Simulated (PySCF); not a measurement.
# A series of derivatives of Hexatriene

Parent skeleton `[CH2:1]=[CH:2][CH:3]=[CH:4][CH:5]=[CH2:6]`; one hydrogen on atom 2 is replaced by X. Hydrogens on one atom are averaged.

Computed data (PySCF): structure optimised with GFN2-xTB, σ from GIAO-PBE0/pcSseg-1. Non-relativistic Hamiltonian, equivalent nuclei averaged, gas phase, one computed conformer.

Shifts are taken against calculated references (same method and geometry level): ¹³C (186.93 ppm) and ¹H (31.72 ppm) vs TMS.

Parent (X = H): C1 125.6, C2 145.7, C3 142.6, C4 142.6, C5 145.7, C6 125.6, H(C1) 5.52, H(C3) 6.44, H(C4) 6.44 ppm. Effects are Δδ = δ(X) − δ(H), positive for deshielding.

(1) Give Δδ (ppm) for X = SO3H, N(SiH3)2, CHF2, Cl, CH2CF3, CH=NMe, OCOCH3, CH2SiH3, C(S)CH3.

(2) Which position responds most, and to which substituents?

Results:

(1) 
```tsv
X	SMILES	C1	C2	C3	C4	C5	C6	H(C1)	H(C3)	H(C4)
SO3H	C=C/C=C\C(=C)S(=O)(=O)O	+4.5	+6.6	-15.9	+3.5	-5.2	+6.0	+0.92	+0.28	+0.29
N(SiH3)2	C=C/C=C/C(=C)N([SiH3])[SiH3]	-8.2	+17.0	-3.2	-1.9	-0.9	+1.3	-0.35	-0.22	+0.14
CHF2	C=C/C=C\C(=C)C(F)F	+5.8	+5.3	-7.7	-3.3	-4.8	+4.7	+0.65	-0.10	-0.08
Cl	C=C/C=C\C(=C)Cl	+1.0	+5.9	-12.0	-1.5	-4.9	+4.8	+0.06	-0.36	-0.16
CH2CF3	C=C/C=C/C(=C)CC(F)(F)F	+6.0	-1.1	-1.7	-2.0	+0.0	+1.8	+0.14	+0.08	+0.15
CH=NMe	C=C/C=C\C(=C)/C=N\C	+2.8	+0.6	-7.1	-1.5	-4.2	+2.6	-0.11	-0.21	-0.08
OCOCH3	C=C/C=C/C(=C)OC(C)=O	-10.4	+12.5	-6.7	-4.5	-1.0	+1.6	+0.03	-0.31	+0.35
CH2SiH3	C=C/C=C\C(=C)C[SiH3]	-3.8	+6.6	-3.6	-4.0	-3.0	-0.2	-0.20	-0.14	-0.06
C(S)CH3	C=C/C=C\C(=C)C(C)=S	+12.7	+14.2	-7.2	+0.1	-2.7	+2.4	+0.52	+0.15	+0.02
```

(2) C1: from -10.4 ppm with OCOCH3 to +12.7 ppm with C(S)CH3.
